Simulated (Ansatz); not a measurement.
A made-up structure of C$_{2}$H$_{3}$S (charge -1), closed shell:

```json
{"atom": "C1", "x (Å)": "-0.3871", "y (Å)": "0.1466", "z (Å)": "-0.4576"}
{"atom": "C2", "x (Å)": "0.3231", "y (Å)": "-0.0174", "z (Å)": "0.3979"}
{"atom": "S3", "x (Å)": "0.7383", "y (Å)": "-1.4944", "z (Å)": "0.6883"}
{"atom": "H4", "x (Å)": "-0.7975", "y (Å)": "-0.7222", "z (Å)": "-1.0980"}
{"atom": "H5", "x (Å)": "-0.5661", "y (Å)": "1.1597", "z (Å)": "-0.5260"}
{"atom": "H6", "x (Å)": "0.6893", "y (Å)": "0.9277", "z (Å)": "0.9953"}
```

It is relaxed with PBE-D4/def2-SVPD and then PBE0-D4/def2-TZVPD (Ansatz 0.2.0). Atoms count as bonded within 1.22 times the sum of their covalent radii (H–H: 0.88 Å). The end point is not checked to be a true minimum.

Does its bonding change? (Judge from chemistry; the calculation decides.)

Computed: No: no bond forms or breaks.

Where it ends: The first stage lowers the energy by 4.12 eV in 6 steps. It ends as C₂H₃S ([CH2][CH][S]), total charge -1:
```xyz
6
angstrom
C -0.4659 0.2240 -0.5436
C 0.3817 -0.0836 0.4605
S 0.9733 -1.6218 0.9604
H -0.8882 -0.5457 -1.1838
H -0.7477 1.2572 -0.7361
H 0.7468 0.7700 1.0427
```

Labels in which every atom is bracketed show which atoms are joined, not bond orders.

For scale, one of the runs: PBE0-D4/def2-TZVPD relaxation, 147 basis functions, launched by `ansatz run in.yaml --threads 2 --pin off --events-out ev --progress --plain --max-ram 4352MiB`. The run took about 15 s on 2 CPU threads of an Arm Neoverse V1 (shared host).
